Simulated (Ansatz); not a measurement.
A made-up structure of CH₂ClSi, doublet:

```tsv
atom	x (Å)	y (Å)	z (Å)
C1	-0.6548	-0.4017	-1.0854
Si2	0.1629	0.3231	0.4163
Cl3	1.7267	-0.7462	1.6783
H4	-1.0955	-0.9984	-2.0300
H5	-0.1393	1.8232	1.0208
```

It is relaxed with PBE-D4/def2-SVP and then PBE0-D4/def2-TZVP (Ansatz 0.2.0). Atoms count as bonded within 1.22 times the sum of their covalent radii (H–H: 0.88 Å). The end point is not checked to be a true minimum.

**Question.** Does its bonding change? (A judgement: the text doesn't fix the answer.)

**Answer.** The calculation gives: No: no bond forms or breaks.

Where it ends: The first stage lowers the energy by 1.10 eV in 5 steps. It ends as CH₂ClSi ([CH][SiH][Cl]):
C1  (-0.585, -0.359, -0.969)
Si2  (0.145, 0.289, 0.372)
Cl3  (1.542, -0.666, 1.498)
H4  (-0.978, -0.892, -1.812)
H5  (-0.124, 1.628, 0.912)
(Å)

Labels in which every atom is bracketed show which atoms are joined, not bond orders.

For scale, one of the runs: PBE0-D4/def2-TZVP relaxation, 117 basis functions, launched by `ansatz run in.yaml --threads 2 --pin off --events-out ev --progress --plain --max-ram 4352MiB`. The run took about 24 s on 2 CPU threads of an Arm Neoverse V1 (shared host).
